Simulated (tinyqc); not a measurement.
Worked calculation: geometry optimisation on the unrestricted B3LYP (VWN-RPA form)/sto-3g surface (energies and gradients from PySCF), for OH+, spin multiplicity 3. One step of it, computed by the program tinyqc.

Problem. Step 2: move. Quasi-Newton step p = -H^(-1) g (the inverse Hessian comes from BFGS updates; coordinates in the order x, y, z of each atom); steps longer than 0.5 bohr are cut back.

positions after step 1 (bohr):
```
           x         y          z
1O  0.000000  0.000000  -0.177340
2H  0.000000  0.000000   1.978251
```

gradient (hartree/bohr):
```
             x           y            z
1O  0.00000000  0.00000000  -0.01257134
2H  0.00000000  0.00000000   0.01257143
```

inverse Hessian in use (bohr^2/hartree):
```
          1         2         3         4         5         6
1  1.000000  0.000000  0.000000  0.000000  0.000000  0.000000
2  0.000000  1.000000  0.000000  0.000000  0.000000  0.000000
3  0.000000  0.000000  0.966902  0.000000  0.000000  0.033098
4  0.000000  0.000000  0.000000  1.000000  0.000000  0.000000
5  0.000000  0.000000  0.000000  0.000000  1.000000  0.000000
6  0.000000  0.000000  0.033098  0.000000  0.000000  0.966902
```

Give: positions after step 2.

Solution.

positions after step 2 (bohr):
```
         x       y        z
1O  0.0000  0.0000  -0.1656
2H  0.0000  0.0000   1.9665
```
